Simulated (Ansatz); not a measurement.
## An input for doublet [BHF2]+

[BHF2]+ has 4 atoms, charge +1, and is taken as a doublet. As SMILES of the parent species, `FBF`. The shape was relaxed beforehand at MP2/aug-cc-pVDZ.

```jsonl
{"atom": "F", "x (Å)": "1.1799", "y (Å)": "0.4642", "z (Å)": "-0.3676"}
{"atom": "B", "x (Å)": "-0.0023", "y (Å)": "-0.0384", "z (Å)": "0.0312"}
{"atom": "F", "x (Å)": "-1.1201", "y (Å)": "0.5376", "z (Å)": "-0.4463"}
{"atom": "H", "x (Å)": "-0.0575", "y (Å)": "-0.9633", "z (Å)": "0.7827"}
```

Settings wanted:

```
basis set            : aug-cc-pVDZ
task                 : energy
method               : MP2
reference            : UHF
accuracy             : medium
frozen core orbitals : 3
```

Problem. Give an Ansatz 0.2.0 job that does this.

Solution. This one ran through:

job.yaml:
```yaml
crystal:
  periodic: [false, false, false]
  atoms:
    - symbol: F
      position_ang: [1.179938, 0.464155, -0.367578]
    - symbol: B
      position_ang: [-0.002293, -0.038399, 0.031198]
    - symbol: F
      position_ang: [-1.120109, 0.537565, -0.446304]
    - symbol: H
      position_ang: [-0.057536, -0.963321, 0.782684]
basis:
  gaussian:
    orbitals: aug-cc-pVDZ
total_charge: 1
magnetization:
  spin_polarized: true
  initial_magnetization: 1
correlation:
  method: mp2
```

```bash
$ ansatz run job.yaml --threads 1 --pin off --max-ram 3480MiB --events-out events.jsonl --progress --plain --runs-dir runs
```

Calculated total energy: -224.19733 Eh.
